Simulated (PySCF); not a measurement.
Working out the ionisation energy of C

C [He] 2s2 2p2 (3P) → C⁺ [He] 2s2 2p1 (2P). All numbers are calculated (PySCF 2.14, the spin-free X2C one-electron Hamiltonian (Gaussian nucleus), in jorge-DZP-DKH (4s2p1d, 15 functions)). Frozen: 1s2. Energies in hartree (1 hartree = 27.21139 eV):

```
            part   C (lower)  C⁺ (upper)
             UHF  -37.703799  -37.306413
CCSD correlation   -0.072783   -0.067686
             (T)   -0.000925   -0.000630
```

Task: What does Hartree-Fock give?

Result: (-37.306413) − (-37.703799) = 0.397386 hartree = 10.813 eV.

Task: What do CCSD and CCSD(T) give?

Result: The CCSD correlation energies differ by 0.005097 hartree = 0.139 eV and the triples by 0.000295 hartree = 0.008 eV, so CCSD gives 10.952 eV and CCSD(T) 10.960 eV.

Measured between the centres of the two terms (NIST): 11.262 eV, so CCSD(T) (valence) is off by -0.302 eV.

A double-zeta basis recovers only part of the correlation energy.

What remains against the reference includes basis incompleteness, the frozen core and higher excitations.
